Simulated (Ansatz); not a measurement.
**H₂ (singlet): from Hartree-Fock to the top rungs, cc-pVDZ**

Aim: climb from Hartree-Fock through coupled cluster and multireference methods for H₂ (singlet) at one geometry and basis, and see what each rung misses.

Computed with Ansatz 0.2.0, Gaussian basis. Level: cc-pVDZ, core rule «outside noble gas», up to 0 orbitals frozen.

Plan: UHF; CCSD(T) on RHF; BCCD(T) on RHF; CASSCF and MRCISD+Q, 2 electrons in 2 orbitals; CASSCF and NEVPT2, 2 electrons in 2 orbitals; Full CI.

12 further runs of the same task are left out: 3 that didn't finish, 9 set aside as unsound or not needed.

## 1. What is computed

The geometry is an MP2(full)/6-31G* stationary point (not a proven minimum).

2 atoms, charge 0, spin multiplicity 1.

Atoms are counted from 1 here; the program's logs count them from 0.

Bond lengths: H1–H2 0.737 Å.

## 2. UHF

File in.yaml:

```yaml
crystal:
  periodic: [false, false, false]
  atoms:
    - {symbol: H, position_ang: [0.000000, 0.000000, 0.000000]}
    - {symbol: H, position_ang: [0.000000, 0.000000, 0.737166]}
basis:
  gaussian: {orbitals: cc-pVDZ}
magnetization: {spin_polarized: true, initial_magnetization: 0}
hamiltonian: {xc: hf}
output: {orbitals: {seedname: orbitals}}
```

The run is started by

```
> ansatz run in.yaml --threads 1 --pin off --events-out ev --progress --plain --max-ram 2393MiB
```

The runs that follow: CCSD(T) on RHF; BCCD(T) on RHF; CASSCF and MRCISD+Q, 2 electrons in 2 orbitals; CASSCF and NEVPT2, 2 electrons in 2 orbitals; Full CI.

Q: Predict the results of all the runs planned. Wanted: FCI below the RHF energy; RMP2 from FCI; RCCSD from FCI; RCCSD(T) from FCI; NEVPT2 valence from FCI; MRCISD+Q valence from FCI; T1 diagnostic; effectively unpaired electrons.

**Answer**, as computed:

```
                         quantity                                                       value
         FCI below the RHF energy                                                  -0.9422 eV
                    RMP2 from FCI                                              +5.19 kcal/mol
                   RCCSD from FCI                                               0.00 kcal/mol
                RCCSD(T) from FCI                                               0.00 kcal/mol
          NEVPT2 valence from FCI                                              +3.65 kcal/mol
        MRCISD+Q valence from FCI                                              -0.02 kcal/mol
levels within 1 kcal/mol (43 meV)  RCCSD, RCCSD(T), BCCD(T), MRCISD valence, MRCISD+Q valence
                    T1 diagnostic                                                       0.005
   effectively unpaired electrons                                                        0.01
```

**Reading.** RCCSD(T) misses by 0.00 kcal/mol, 0.0 % of the correlation energy. One determinant dominates. Of the multireference levels listed MRCISD+Q valence comes nearest in total energy (-0.02 kcal/mol), which doesn't show that its space is the better one. These misses are within one basis, not against nature. With two correlated electrons CCSD is exact in the basis.
